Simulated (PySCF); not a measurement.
A series of substituents X on one scaffold: HS-X. Isolated molecules, 0 K electronic values unless said otherwise. One relaxed conformer stands for each flexible species; it need not be the lowest. Strings in code marks are SMILES.

All values below come from B3LYP-D3(BJ)/def2-TZVP (PySCF 2.14.0). B3LYP has the VWN-RPA correlation part, as in Gaussian. 

A: X = formyl (`C(=O)S` (O–C–S–H torsion 180°))
B: X = methylsulfinyl (`[S@@](S)(=O)C` (O–S–S–H torsion 85°))
C: X = methylamino (`CNS` (C–N–S–H torsion 61°))
D: X = tert-butyl (`SC(C)(C)C` (C–C–S–H torsion 180°))
E: X = borono (`OB(O)S`)
F: X = trifluorosilyl (`F[Si](F)(F)S`)

Q: A design calls for the lowest HOMO in this set. Which member fits?

A: F (-8.27 eV); next is A (-7.79 eV).
